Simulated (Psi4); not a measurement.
# One shape, several levels: CH2N (SMILES [H]/[C]=N\[H])

Wanted: a comparison of 5 runs (UHF/3-21G, UHF-D4/aug-cc-pVDZ, ROHF/cc-pCVTZ, UB3LYP/STO-3G) of CH2N. 

Program for the calculation: Psi4 1.11.

8 further runs of the same task are left out: 2 that didn't finish, 6 set aside as unsound or not needed.

### 1 The molecule

CH2N: 4 atoms, total charge 0, spin state doublet. As SMILES, `[H]/[C]=N\[H]`. The shape is that of a GFN2-xTB optimisation.

Bond lengths: C1–N2 1.210 Å, C1–H3 1.081 Å, N2–H4 1.023 Å. Angles: C1–N2–H4 130.6°, N2–C1–H3 137.7°.

### 2 Energy and forces at UHF/3-21G (run 1)

The input, calc.in:

```
memory 1600 MB

molecule molecule1 {
  0 2
  C      0.385180    -0.232320     0.515520
  N      0.247250     0.607200    -0.344340
  H     -0.141410    -1.107130     0.869550
  H     -0.491010     0.732250    -1.040720
  units angstrom
  symmetry c1
  no_reorient
  no_com
}

set reference uhf
set puream true
set e_convergence 1e-09
set d_convergence 1e-08
set scf_type pk
set maxiter 200

gradient('scf/3-21G')
```

Launch:

```sh
$ psi4 -i calc.in -o calc.out -n 1
```

calc.out:

```text
[...]
  Running in c1 symmetry.
[...]
  Nuclear repulsion =   28.430504318920644
[...]
  Multiplicity = 2
[...]
  Nalpha       = 8
  Nbeta        = 7
[...]
    Number of basis functions: 22
[...]
   @UHF iter   1:   -92.83029234293662   -6.49229e-01   1.02524e-02 ADIIS/DIIS
[...]
   @UHF iter  18:   -92.86231186718402   -2.55795e-13   9.60573e-09 DIIS
[...]
   @S^2 Observed:                8.412065563E-01
[...]
    Orbital Energies [Eh]
    ---------------------
    Alpha Occupied:
       1A    -15.492264     2A    -11.236961     3A     -1.234894
       4A     -0.840683     5A     -0.719944     6A     -0.547806
       7A     -0.468196     8A     -0.327097
    Alpha Virtual:
       9A      0.188840    10A      0.278556    11A      0.329209
      12A      0.551396    13A      0.943650    14A      0.949165
      15A      1.039272    16A      1.107143    17A      1.285377
      18A      1.467874    19A      1.487998    20A      1.566816
      21A      1.771492    22A      2.676221
[...]
  @UHF Final Energy:   -92.86231186718402
   => Energetics <=
    Nuclear Repulsion Energy =             28.4305043189206437
    One-Electron Energy =                -181.3774964434830395
    Two-Electron Energy =                  60.0846802573783734
    Total Energy =                        -92.8623118671840189
  UHF NO Occupations:
  HONO-2 :    6  A 1.9969766
  HONO-1 :    7  A 1.9575199
[...]
  -Total Gradient:
     Atom            X                  Y                   Z
    ------   -----------------  -----------------  -----------------
       1       -0.000201580602     0.018896498588    -0.016267299899
       2        0.001574611148    -0.026104782083     0.023800314083
       3        0.001542760116    -0.000357630616     0.001179350144
       4       -0.002915790661     0.007565914111    -0.008712364329
[...]
```

Run time: 2.8 s. Hardware: 1 thread of AMD EPYC 7R43 (Zen 3), shared host; peak memory 0.18 GiB.

### 3 A single-point energy at UHF-D4/aug-cc-pVDZ (C-PCM methanol) (run 2)

The input, job.dat:

```
memory 1.6 GB

molecule mol {
  0 2
  C      0.385180    -0.232320     0.515520
  N      0.247250     0.607200    -0.344340
  H     -0.141410    -1.107130     0.869550
  H     -0.491010     0.732250    -1.040720
  symmetry c1
  no_reorient
  no_com
}

set {
  reference uhf
  scf_type  pk
  print     2
  pcm       true
}

pcm = {
  Units = Angstrom
  Medium {
    SolverType = CPCM
    Solvent = Methanol
  }
  Cavity {
    Type = GePol
    RadiiSet = UFF
    Scaling = False
    Area = 0.4
    Mode = Implicit
  }
}

energy('hf-d4/aug-cc-pVDZ')
print_variables()
```

Launch:

```sh
$ psi4 -n 1 job.dat job.out
```

job.out:

```text
[...]
  Running in c1 symmetry.
[...]
  Nuclear repulsion =   28.430504318920644
[...]
  Multiplicity = 2
[...]
  Nalpha       = 8
  Nbeta        = 7
[...]
      Number of basis functions:        64
[...]
   @UHF iter   1:   -93.36120536320078   -7.58684e-01   5.02909e-03 ADIIS/DIIS
[...]
   @UHF iter  13:   -93.41932927084754   -6.95489e-09   3.04092e-07 DIIS
[...]
   @S^2 Observed:                7.966856921E-01
[...]
  @UHF Final Energy:   -93.41932927084754
   => Energetics <=
    Nuclear Repulsion Energy =             28.4305043189206437
    One-Electron Energy =                -182.1084024228952671
    Two-Electron Energy =                  60.2716355819574261
    PCM Polarization Energy =              -0.0085485379136475
    Total Energy =                        -93.4193292708475411
  UHF NO Occupations:
  HONO-2 :    6  A 1.9960550
[...]
 Multipole Moments:
 ------------------------------------------------------------------------------------
     Multipole            Electronic (a.u.)      Nuclear  (a.u.)        Total (a.u.)
 ------------------------------------------------------------------------------------
 L = 1.  Multiply by 2.5417464519 to convert [e a0] to [Debye]
 Dipole X            :         -7.2876171            6.4428511           -0.8447659
 Dipole Y            :         -5.3415875            4.6895444           -0.6520431
 Dipole Z            :         -1.0586678            0.9667272           -0.0919406
 Magnitude           :                                                    1.0710942
[...]
```

Wall time 7.2 s (1 thread of AMD EPYC 7R43 (Zen 3), shared host); peak memory 0.25 GiB.

### 4 The energy at ROHF/cc-pCVTZ (density fitting with cc-pvdz-jkfit) (run 3)

The input, ch2n.json:

```json
{
 "schema_name": "qcschema_input",
 "schema_version": 1,
 "molecule": {
  "schema_name": "qcschema_molecule",
  "schema_version": 2,
  "symbols": ["C", "N", "H", "H"],
  "geometry": [0.72788471, -0.43902117, 0.97419161, 0.46723478, 1.1474417, -0.65070829, -0.26722617, -2.09217248, 1.64321135, -0.92787442, 1.38375195, -1.96667577],
  "molecular_charge": 0,
  "molecular_multiplicity": 2,
  "fix_symmetry": "c1"
 },
 "driver": "energy",
 "model": {
  "method": "scf",
  "basis": "cc-pCVTZ"
 },
 "keywords": {
  "reference": "rohf",
  "scf_type": "df",
  "print": 2,
  "df_basis_scf": "cc-pvdz-jkfit"
 }
}
```

Launch:

```sh
$ psi4 --qcschema ch2n.json -n 1 --memory 1600MB
```

stdout:

```text
[...]
  Running in c1 symmetry.
[...]
  Nuclear repulsion =   28.430504411942703
[...]
  Multiplicity = 2
[...]
  Nalpha       = 8
  Nbeta        = 7
[...]
   @DF-ROHF iter   1:   -93.37371965162941   -7.21844e-01   2.03449e-03 DIIS
[...]
   @DF-ROHF iter   9:   -93.42300572232975   -1.56935e-07   5.22595e-07 DIIS
[...]
    Orbital Energies [Eh]
    ---------------------
    Doubly Occupied:
       1A    -15.566244     2A    -11.285537     3A     -1.223291
       4A     -0.813817     5A     -0.708821     6A     -0.494901
       7A     -0.474292
    Singly Occupied:
       8A     -0.108304
[...]
  @DF-ROHF Final Energy:   -93.42300572232975
   => Energetics <=
    Nuclear Repulsion Energy =             28.4305044119427031
    One-Electron Energy =                -182.2035166804479331
    Two-Electron Energy =                  60.3500065461754787
    Total Energy =                        -93.4230057223297479
[...]
 Multipole Moments:
 ------------------------------------------------------------------------------------
     Multipole            Electronic (a.u.)      Nuclear  (a.u.)        Total (a.u.)
 ------------------------------------------------------------------------------------
 L = 1.  Multiply by 2.5417464519 to convert [e a0] to [Debye]
 Dipole X            :          0.4128680           -1.0911576           -0.6782896
 Dipole Y            :          0.2086124           -0.7097877           -0.5011754
 Dipole Z            :          0.1454605           -0.2391026           -0.0936421
 Magnitude           :                                                    0.8485413
[...]
```

The result, in JSON:

```text
{
 "driver": "energy",
 "model": {
  "method": "scf",
  "basis": "cc-pCVTZ"
 },
 "success": true,
 "return_result": -93.42300572232975,
 "properties": {
  "calcinfo_nbasis": 114,
  "calcinfo_nmo": 114,
  "calcinfo_nalpha": 8,
  "calcinfo_nbeta": 7,
  "calcinfo_natom": 4,
  "nuclear_repulsion_energy": 28.430504411942703,
  "return_energy": -93.42300572232975,
  "scf_one_electron_energy": -182.20351668044793,
  "scf_two_electron_energy": 60.35000654617548,
  "scf_dipole_moment": [-0.6782896156001609, -0.5011753712692423, -0.09364210168326992],
  "scf_total_energy": -93.42300572232975,
  "scf_iterations": 9
 }
}
```

It took 2.7 s on 1 thread of AMD EPYC 7R43 (Zen 3), shared host; peak memory 0.19 GiB.

Run 4 isn't shown in full; the table further down has it.

### 5 Energy and gradient at UB3LYP/STO-3G (run 5)

The input, job.dat:

```
memory 1.6 GB

molecule mol {
  0 2
  C
  N 1 r2
  H 1 r3 2 a3
  H 2 r4 1 a4 3 d4

  r2 = 1.209619
  r3 = 1.080707
  a3 = 137.65616
  r4 = 1.022551
  a4 = 130.64021
  d4 = 0.56616
  symmetry c1
  no_reorient
  no_com
}

set globals {
  basis                STO-3G
  reference            uks
  puream               true
  e_convergence        1e-09
  d_convergence        1e-08
  scf_type             pk
  dft_radial_points    99
  dft_spherical_points 590
  maxiter              200
}

e_tot, wfn = gradient('b3lyp', return_wfn=True)
oeprop(wfn, 'MAYER_INDICES', 'DIPOLE', 'WIBERG_LOWDIN_INDICES', title='B3LYP')
print_variables()
```

Launch:

```sh
$ psi4 -n 1 job.dat job.out
```

job.out:

```text
[...]
  Running in c1 symmetry.
[...]
  Nuclear repulsion =   28.430500045825415
[...]
  Multiplicity = 2
[...]
  Nalpha       = 8
  Nbeta        = 7
[...]
    Number of basis functions: 12
[...]
   @UKS iter   1:   -92.69802646643114   -7.37750e-01   1.22749e-02 ADIIS/DIIS
[...]
   @UKS iter  11:   -92.71299847875027   -1.56319e-13   2.76051e-09 DIIS
[...]
   @S^2 Observed:                7.527878249E-01
[...]
    Orbital Energies [Eh]
    ---------------------
    Alpha Occupied:
       1A    -14.155956     2A    -10.008023     3A     -0.879088
       4A     -0.575350     5A     -0.482239     6A     -0.291341
       7A     -0.289620     8A     -0.101811
    Alpha Virtual:
       9A      0.108445    10A      0.358309    11A      0.437055
      12A      0.807380
    Beta Occupied:
       1A    -14.151850     2A     -9.995518     3A     -0.868795
[...]
  @UKS Final Energy:   -92.71299847875027
   => Energetics <=
    Nuclear Repulsion Energy =             28.4305000458254149
    One-Electron Energy =                -181.3798853898086350
    Two-Electron Energy =                  70.7891082692691214
    DFT Exchange-Correlation Energy =     -10.5527214040361823
    Empirical Dispersion Energy =           0.0000000000000000
    VV10 Nonlocal Energy =                  0.0000000000000000
    Total Energy =                        -92.7129984787502650
[...]
  -Total Gradient:
     Atom            X                  Y                   Z
    ------   -----------------  -----------------  -----------------
       1       -0.000443562706     0.021245570632     0.066553981487
       2        0.000056335306     0.039021797872    -0.060380778666
       3        0.000231646069    -0.022528052844     0.016645935231
       4        0.000155596828    -0.037739094011    -0.022819085073
[...]
```

Wall time 9.6 s (1 thread of AMD EPYC 7R43 (Zen 3), shared host); peak memory 0.28 GiB.

### 6 The series

```tsv
run	level	task	SCF convergence threshold	energy (Eh)	dipole moment (D)	HOMO energy (eV)	LUMO energy (eV)	wall time
1	UHF/3-21G	gradient	1e-09	-92.862312	2.44	-8.90	4.10	2.8 s
2	UHF-D4/aug-cc-pVDZ (C-PCM methanol)	energy	–	-93.419329	2.72	-9.49	1.13	7.2 s
3	ROHF/cc-pCVTZ (density fitting with cc-pvdz-jkfit)	energy	–	-93.423006	2.16	–	–	2.7 s
4	ROHF/cc-pCVTZ (density fitting)	energy	–	-93.423209	2.16	–	–	2.6 s
5	UB3LYP/STO-3G	gradient	1e-09	-92.712998	1.89	-2.77	1.51	9.6 s
```

### 7 Results

| quantity | value |
| --- | --- |
| run 5: total energy | -92.71300 Eh |
| run 5: dipole moment | 1.89 D |
| run 5: HOMO energy (highest over α and β) | -2.77 eV |
| run 5: LUMO energy (lowest over α and β) | 1.51 eV |
| run 5: ⟨S²⟩ | 0.753 |
| run 5: largest force on an atom | 3.697 eV/Å |

What this shows: The dipole moment (its size) runs from 1.89 D (UB3LYP/STO-3G) to 2.72 D (UHF-D4/aug-cc-pVDZ). The two ends differ in method and basis and solvent. In run 5 the basis is minimal, so the values are rough. All runs together took 25 s, the longest 9.6 s.
